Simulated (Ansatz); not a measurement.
Which is lower?

Two relaxed structures of AlBSiH5, doublet (PBE0-D4/def2-TZVP; forces vanish, vibrations not checked).

A:

```
8
angstrom
B -1.1002 1.1459 -0.9198
Si 0.2350 0.6848 0.3665
Al 1.0937 -1.5955 0.6304
H -1.7771 0.2663 -1.3615
H -1.3083 2.2984 -1.1515
H 1.2390 1.7444 0.6975
H 0.1938 0.8694 -1.3014
H 1.2192 -2.2258 2.0964
```

B:

```tsv
atom	x (Å)	y (Å)	z (Å)
B1	-1.0095	1.2762	-1.0578
Si2	0.2928	0.6474	0.2623
Al3	0.7344	-1.6730	0.8024
H4	-1.6561	0.4764	-1.6673
H5	-1.1726	2.4414	-1.2679
H6	1.0766	1.6849	0.9958
H7	-0.0846	-2.7954	0.0382
H8	1.8190	-2.0579	1.8943
```

Program: Ansatz 0.2.0. Basis: def2-TZVPP. Cores are frozen in the correlated methods; orbitals are unrestricted. B3LYP uses VWN-RPA correlation.

Question: Which structure is lower at CCSD(T), and by how much? (Judge from chemistry; the value comes from the calculation.)

Answer: By the calculation: B, by 8.43 kcal/mol (electronic energy, against the other). By their contacts, A is AlBSiH₅ ([AlH][SiH]1[H][BH2]1) and B is AlBSiH₅ ([BH2][SiH][AlH2]).

All methods give the same order:

| method | E(B) − E(A) (kcal/mol) |
| --- | --- |
| PBE-D4 | -2.13 |
| r2SCAN-D4 | -5.35 |
| PBE0-D4 | -5.00 |
| B3LYP-D4 | -8.08 |
| wB97M-V | -8.05 |
| HF | -18.18 |
| MP2 | -7.47 |
| CCSD | -10.27 |
| CCSD(T) | -8.43 |

The T1 diagnostic stays at or below 0.020. ⟨S²⟩ of the unrestricted Hartree–Fock references: 0.76 to 0.78 (a pure state has 0.75).

Labels in which every atom is bracketed show which atoms are joined, not bond orders.

For scale, one of the runs: CCSD(T)/def2-TZVPP, 185 basis functions, launched by `ansatz run in.yaml --threads 2 --pin off --events-out ev --progress --plain --max-ram 4352MiB`. Time: 4.9 min of wall clock on 2 CPU threads of an Intel Xeon Platinum 8259CL; the host was shared. Peak host memory: 1.7 GiB.
